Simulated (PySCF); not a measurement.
CS⁻: energy against distance

Set-up: basis C aug-pcseg-1, S aug-pcseg-1; no relativity; PySCF 2.14. Energies in eV from C + S⁻ in their ground configurations at the same level. State: ²Π (doublet), unpaired electrons π ↑.

| R (Å) | TPSS |
| --- | --- |
| 1.407 | -3.999 |
| 1.472 | -4.740 |
| 1.538 | -5.162 |
| 1.587 | -5.324 |
| 1.636 | -5.385 |
| 1.685 | -5.370 |
| 1.750 | -5.261 |
| 1.832 | -5.028 |
| 1.931 | -4.664 |
| 2.061 | -4.117 |

Task: Put a parabola through the three lowest points of the TPSS curve and estimate Re, k and ωe (reduced mass 8.725 u; 1 eV/Å² = 0.16022 mdyn/Å; ωe = 1302.8·√(k/μ) cm⁻¹).

Result: Through R = 1.587, 1.636, 1.685 Å the second-order coefficient is 15.8 eV/Å², so Re ≈ 1.651 Å, k ≈ 5.07 mdyn/Å and ωe ≈ 993 cm⁻¹. A polynomial fit of higher order to the unrounded TPSS energies gives Re = 1.649 Å, k = 4.74 mdyn/Å, ωe = 960 cm⁻¹; anharmonicity and rounding make the difference.

The higher-order fit for each curve: TPSS: Re = 1.649 Å, ωe = 960 cm⁻¹, De = 5.39 eV.

For an ion De counts to the pair picked by the measured ionisation energies or electron affinities, which need not be the lowest pair at this level. The highest Kohn–Sham level is positive in this anion. Much of that is self-interaction error, but it also means that the finite basis helps to hold the extra electron. The state was picked by a PBE0 search and need not be the measured ground state.
